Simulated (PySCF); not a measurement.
A GIAO shielding run with PySCF 2.14 (density fitting, non-relativistic, gas phase) on SMILES C=CC(=O)F, C₃H₃FO:

```
$ OMP_NUM_THREADS=1 python probes_run.py task.json out

{"job": {"kind": "nmr", "xc": "BLYP", "basis": "pcSseg-2", "pop": false}, "charge": 0, "multiplicity": 1}
C      0.987202     0.771862    -0.077240
C      0.141016    -0.101275     0.473277
C     -0.989782    -0.634762    -0.310300
O     -1.277905    -0.395357    -1.435747
F     -1.725223    -1.482052     0.422346
H      0.844965     1.094181    -1.112969
H      1.832121     1.179366     0.482751
H      0.244392    -0.450843     1.503173
```

Hardware: 1 thread of an Arm Neoverse V1, shared host.

Task: How large is the calculation?

Result: 38 electrons, 222 basis functions and 586 auxiliary functions.

Task: How long does it take, and how much memory does it need?

Result: 22 s of wall time, with 16 SCF cycles; peak memory 0.98 GiB. Times on a shared host scatter by some tens of per cent.

Task: And these other runs on the same molecule and hardware: GIAO shielding at B3LYP/pcSseg-2; GIAO shielding at B97-D/pcSseg-2; GIAO shielding at BP86/pcSseg-2; GIAO shielding at HF/pcSseg-2; GIAO shielding at KT2/pcSseg-2; GIAO shielding at KT3/pcSseg-2?

Result: B3LYP/pcSseg-2: 222 functions, 13 s; B97-D/pcSseg-2: 222 functions, 22 s; BP86/pcSseg-2: 222 functions, 22 s; HF/pcSseg-2: 222 functions, 7.3 s; KT2/pcSseg-2: 222 functions, 22 s; KT3/pcSseg-2: 222 functions, 22 s.
